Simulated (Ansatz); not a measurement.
Input for Ansatz (development build ahead of 0.2.0):

```yaml
crystal:
  periodic: [false, false, false]
  atoms:
    - { symbol: O, position_ang: [-0.01733, -0.03091, -0.15493] }
    - { symbol: H, position_ang: [-0.04431, 0.74733, 0.50078] }
    - { symbol: H, position_ang: [0.04898, -0.76059, 0.48635] }
basis:
  gaussian: { orbitals: def2-TZVP }
hamiltonian:
  xc: hf
correlation:
  method: mp2
  frozen_orbitals: { H: 0, O: 1 }
output:
  forces: true
```

The input is written out in the form of the current development build from the run's settings.

Output:

```
Converged                       : yes
Reference energy                : -76.05229 hartree
Correlation energy              : -0.25756 hartree
Total energy                    : -76.30985 hartree
Spin squared of the determinant : 0.000
Stability test                  : minimum among restricted orbitals
```

Forces (eV/Å):
```tsv
atom	Fx	Fy	Fz
O1	-0.019	1.470	2.219
H2	0.038	-1.518	-1.713
H3	-0.020	0.048	-0.506
```
